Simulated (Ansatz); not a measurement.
**Breaking a bond in C2H5 (SMILES [CH2]C)**

The species is C2H5 (7 atoms), meant as a doublet with charge 0. SMILES: `[CH2]C`. The shape is that of a GFN2-xTB optimisation.

```xyz
7

C    -0.1256   -0.8410    0.0885
C     0.0944    0.6004   -0.1038
H    -1.1194   -1.2428    0.1092
H     0.6930   -1.4895    0.3306
H     1.0752    0.7957   -0.5370
H     0.0580    1.1414    0.8527
H    -0.6756    1.0359   -0.7402
```

The C1–H3 distance is scanned; the parts on either side stay rigid. Basis STO-3G, 2 core orbitals frozen in the correlated methods; program Ansatz 0.2.0. FCI is exact within this basis and core. Energies in eV from each method's value at 1.072 Å; open shells run as named. The shape above is that at 1.072 Å.

| distance (Å) | UPBE | UBLYP | U-r2SCAN0 | UHSE06 | RPA@PBE | UCCSDTQ | FCI |
| --- | --- | --- | --- | --- | --- | --- | --- |
| 1.072 | 0.00 | 0.00 | 0.00 | 0.00 | 0.00 | 0.00 | 0.00 |
| 1.340 | 0.77 | 0.73 | 0.94 | 0.88 | 0.70 | 0.74 | 0.74 |
| 1.608 | 2.38 | 2.29 | 2.75 | 2.65 | 2.30 | 2.30 | 2.30 |
| 2.144 | 5.13 | 4.95 | 5.15 | 5.30 | 5.07 | 4.52 | 4.52 |
| 2.680 | 5.89 | 5.85 | 5.71 | 5.86 | 5.48 | 5.10 | 5.10 |

Departure from the FCI curve at its largest: UPBE +0.79 eV at 2.68 Å; UBLYP +0.75 eV at 2.68 Å; U-r2SCAN0 +0.64 eV at 2.14 Å; UHSE06 +0.79 eV at 2.14 Å; RPA@PBE +0.56 eV at 2.14 Å; UCCSDTQ within 0.005 eV. For the functionals part of the departure is owed to the small basis.
